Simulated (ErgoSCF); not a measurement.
# CH3 (methyl radical): a chain of runs

Aim: a single-point energy (UHF/STO-3G), then the energy (UHF/3-21G), then a single-point energy (UHF/6-31G), then a single-point energy (UHF/6-31G*), then a single-point energy (UHF/6-31G**), then the energy (UHF/6-311G**), then the energy (UHF/6-311G(2df,2pd)) of CH3 (methyl radical). 

The calculation is run with ErgoSCF 3.8.

3 further runs of the same task are left out: 3 set aside as unsound or not needed.

## 1. The molecule

CH3: 4 atoms, total charge 0, spin state doublet. SMILES: `[CH3]`. Geometry: relaxed at PBE0-D4/def2-TZVP.

Bond lengths: C1–H2 1.080 Å, C1–H3 1.080 Å, C1–H4 1.080 Å. Angles: H2–C1–H3 120.0°, H2–C1–H4 120.0°, H3–C1–H4 120.0°.

## 2. The energy at UHF/STO-3G (run 1)

The input, run.inp:

```
# single point, CH3
set_nthreads(1)
spin_polarization = 1
basis = "STO-3G"
scf.max_number_of_iterations = 70
tmpdir = "."
scf.use_diagonalization = 1
scf.output_mulliken_pop = 1
molecule_inline
C    0.00000000   0.00000000   0.00000000
H    0.17234302   1.70434399   1.10964718
H   -1.66900611  -0.31671810  -1.13137903
H    1.49666309  -1.38762589   0.02154288
EOF
run "HF"
```

The basis set STO-3G is read from a file made from the Basis Set Exchange's data (not shown).

Command:

```
$ ergo < run.inp
```

The program printed:

```text
[...]
INSC SCF_general constructor, number of basis functions: 8
[...]
INSC Energy   1 =        -29.21787194967
[...]
INDE E_LUMO =          0.33457918025
[...]
INSC Energy   9 =        -39.07670107190  ( diff     -0.000000000008185 )
[...]
RESC CONVERGED after   9 iterations.
RESC FINAL ENERGY:        -39.07670107190
RESC FINAL <S2> =          0.76530047734
[...]
INSC SCF: dipole_moment_x [atomic units] =       0.00000700
INSC SCF: dipole_moment_y [atomic units] =       0.00000628
INSC SCF: dipole_moment_z [atomic units] =      -0.00000845
[...]
```

It took 0.4 s on 1 thread of Arm Neoverse V2, shared host; peak memory 0.26 GiB.

## 3. A single-point energy at UHF/3-21G (run 2)

Changes to run.inp since step 2:

```diff
@@ -3,3 +3,3 @@
 spin_polarization = 1
-basis = "STO-3G"
+basis = "3-21G"
 scf.max_number_of_iterations = 70
```

The basis set 3-21G is read from a file made from the Basis Set Exchange's data (not shown).

Command:

```
$ ergo < run.inp
```

The program printed:

```text
[...]
INSC SCF_general constructor, number of basis functions: 15
[...]
INSC Energy   1 =        -20.97436025978
[...]
INDE E_LUMO =          0.16255551264
[...]
INSC Energy  11 =        -39.34245984570  ( diff     -0.000000000007745 )
[...]
RESC CONVERGED after  11 iterations.
RESC FINAL ENERGY:        -39.34245984570
RESC FINAL <S2> =          0.76238844961
[...]
INSC SCF: dipole_moment_x [atomic units] =       0.00000734
INSC SCF: dipole_moment_y [atomic units] =       0.00001239
INSC SCF: dipole_moment_z [atomic units] =      -0.00001917
[...]
```

Wall time 0.44 s (1 thread of Arm Neoverse V2, shared host); peak memory 0.26 GiB.

## 4. A single-point energy at UHF/6-31G (run 3)

Changes to run.inp since step 3:

```diff
@@ -3,3 +3,3 @@
 spin_polarization = 1
-basis = "3-21G"
+basis = "6-31G"
 scf.max_number_of_iterations = 70
```

The basis set 6-31G is read from a file made from the Basis Set Exchange's data (not shown).

Command:

```
$ ergo < run.inp
```

The program printed:

```text
[...]
INSC SCF_general constructor, number of basis functions: 15
[...]
INSC Energy   1 =        -21.31207318273
[...]
INDE E_LUMO =          0.15275903276
[...]
INSC Energy  11 =        -39.54651127230  ( diff     -0.000000000021743 )
[...]
RESC CONVERGED after  11 iterations.
RESC FINAL ENERGY:        -39.54651127230
RESC FINAL <S2> =          0.76199636183
[...]
INSC SCF: dipole_moment_x [atomic units] =       0.00000682
INSC SCF: dipole_moment_y [atomic units] =       0.00001255
INSC SCF: dipole_moment_z [atomic units] =      -0.00001938
[...]
```

Run time: 0.54 s. Hardware: 1 thread of Arm Neoverse V2, shared host; peak memory 0.26 GiB.

Runs 4 to 6 aren't shown in full; the table further down has their settings and results.

## 5. A single-point energy at UHF/6-311G(2df,2pd) (run 7)

Changes to run.inp since step 4:

```diff
@@ -3,3 +3,3 @@
 spin_polarization = 1
-basis = "6-31G"
+basis = "6-311G(2df,2pd)"
 scf.max_number_of_iterations = 70
```

The basis set 6-311G(2df,2pd) is read from a file made from the Basis Set Exchange's data (not shown).

Command:

```
$ ergo < run.inp
```

The program printed:

```text
[...]
INSC SCF_general constructor, number of basis functions: 72
[...]
INSC Energy   1 =          0.64716727760
[...]
INDE E_LUMO =          0.13629108148
[...]
INSC Energy  12 =        -39.57609280842  ( diff     -0.000000000082281 )
[...]
RESC CONVERGED after  12 iterations.
RESC FINAL ENERGY:        -39.57609280842
RESC FINAL <S2> =          0.76200745262
[...]
INSC SCF: dipole_moment_x [atomic units] =       0.00000602
INSC SCF: dipole_moment_y [atomic units] =       0.00001077
INSC SCF: dipole_moment_z [atomic units] =      -0.00001650
[...]
```

It took 17 s on 1 thread of Arm Neoverse V2, shared host; peak memory 0.26 GiB.

## 6. Overview of the runs

```csv
run,level,energy (Eh),dipole moment (D),⟨S²⟩,wall time
1,UHF/STO-3G,-39.076701,0.00,0.765,0.4 s
2,UHF/3-21G,-39.342460,0.00,0.762,0.44 s
3,UHF/6-31G,-39.546511,0.00,0.762,0.54 s
4,UHF/6-31G* (spherical functions),-39.558624,0.00,0.762,0.78 s
5,UHF/6-31G** (spherical functions),-39.564306,0.00,0.761,1.1 s
6,UHF/6-311G**,-39.572821,0.00,0.762,1.5 s
7,"UHF/6-311G(2df,2pd)",-39.576093,0.00,0.762,17 s
```

## 7. What came out

```
                                 quantity         value
 run 7, UHF/6-311G(2df,2pd): total energy  -39.57609 Eh
run 7, UHF/6-311G(2df,2pd): dipole moment        0.00 D
         run 7, UHF/6-311G(2df,2pd): ⟨S²⟩         0.762
```

**Reading.** In run 1 the basis is minimal, so the values are rough. All runs together took 22 s, the longest 17 s.
